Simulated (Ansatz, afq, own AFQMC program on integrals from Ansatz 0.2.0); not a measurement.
# SiH₃+ (singlet): quantum Monte Carlo beside coupled cluster at distance Si1–H3 = 1.355 Å, cc-pVDZ

An exercise on one series of results from a longer session: the logs are not shown, and one member is left open.

Method: cc-pVDZ, frozen cores; program: Ansatz 0.2.0, Gaussian basis, and an in-house AFQMC program (afq) on its integrals; all values are calculated.

The runs, in order: Full CI; PBE (unrestricted); r2SCAN (unrestricted); PBE0 (unrestricted); B3LYP (unrestricted); wB97M-V (unrestricted); B2PLYP (unrestricted); CCSD(T) on RHF; Full CI; CCSDT(Q) on RHF; CCSDTQ on RHF; Phaseless AFQMC, CISD trial on RHF; UHF.

5 further runs of the same task are left out: 5 that didn't finish.

## What is computed

The geometry derives from a PBE0/def2-TZVP stationary point (not a proven minimum). One bond is set to the value named and the two fragments are kept rigid.

4 atoms, charge 1, spin multiplicity 1.

Atoms are counted from 1 here; the program's logs count them from 0.

Bond lengths: Si1–H2 1.472 Å, Si1–H3 1.355 Å, Si1–H4 1.472 Å. Angles: H2–Si1–H3 120.0°, H2–Si1–H4 120.0°, H3–Si1–H4 120.0°.

Set-up of the first run:

in.yaml reads:

```yaml
crystal:
  periodic: [false, false, false]
  atoms:
    - {symbol: Si, position_ang: [-0.001927, 0.003265, -0.000007]}
    - {symbol: H, position_ang: [1.470016, 0.017489, -0.000103]}
    - {symbol: H, position_ang: [-0.690735, 1.170125, -0.002682]}
    - {symbol: H, position_ang: [-0.725580, -1.278584, 0.002994]}
basis:
  gaussian: {orbitals: cc-pVDZ}
total_charge: 1
correlation: {method: fci, electrons: outside_noble_gas}
```

The run is started by

```sh
$ ansatz run in.yaml --threads 1 --pin off --events-out ev --progress --plain --max-ram 24576MiB --backend cuda --devices 0, --max-vram 18GiB
```

Steps of the session up to this table: Full CI; PBE (unrestricted); r2SCAN (unrestricted); PBE0 (unrestricted); B3LYP (unrestricted); wB97M-V (unrestricted); B2PLYP (unrestricted); CCSD(T) on RHF; CCSDT(Q) on RHF; CCSDTQ on RHF; Phaseless AFQMC, CISD trial on RHF; UHF.

One of the session's tables, all rows but one given; the rest of the session is left out.

On the RHF determinant, counted from full CI (exact for this spin and basis):

```
                                                level  from full CI (kcal/mol)
                                                   HF                        ?
                                                  MP2                   +16.63
                                                 CCSD                    +1.21
                                              CCSD(T)                    +0.30
                                             CCSDT(Q)                    +0.01
                                               CCSDTQ                     0.00
                                              full CI                     0.00
Phaseless AFQMC, CISD trial, step 0.005, 4000 walkers                    +0.05
```

**Question.** Estimate the row for HF.

As computed: from full CI (kcal/mol): +68.88. In the column «from full CI (kcal/mol)» it is the highest.
